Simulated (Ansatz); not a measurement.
A made-up structure of CH2BO, doublet:

```csv
atom,x (Å),y (Å),z (Å)
C1,-0.3468,0.3331,-0.3783
B2,0.5001,-0.4804,0.5455
O3,0.2364,1.4847,0.1890
H4,-0.8201,-0.1038,-1.2489
H5,-0.5182,1.3893,-0.2109
```

It is relaxed with PBE-D4/def2-SVP and then PBE0-D4/def2-TZVP (Ansatz 0.2.0). Atoms count as bonded within 1.22 times the sum of their covalent radii (H–H: 0.88 Å). The end point is not checked to be a true minimum.

(1) Does its bonding change? (A judgement: the text doesn't fix the answer.)

## Answers

(1) The calculation gives: Yes. Formed: none; broken: C1–H5.

Where it ends: The first stage lowers the energy by 4.85 eV in 17 steps. It ends as CH₂BO ([B][CH][OH]):
```xyz
5
angstrom
C -0.0263 0.1990 -0.3076
B 0.5329 -0.9822 0.4172
O 0.0216 1.4715 0.1137
H -0.7690 -0.0471 -1.0748
H -0.7077 1.9816 -0.2521
```

Labels in which every atom is bracketed show which atoms are joined, not bond orders.

For scale, one of the runs: PBE0-D4/def2-TZVP relaxation, 105 basis functions, launched by `ansatz run in.yaml --threads 2 --pin off --events-out ev --progress --plain --max-ram 4352MiB`. Hardware: 2 CPU threads of an Arm Neoverse V2, shared host. Wall time about 35 s.
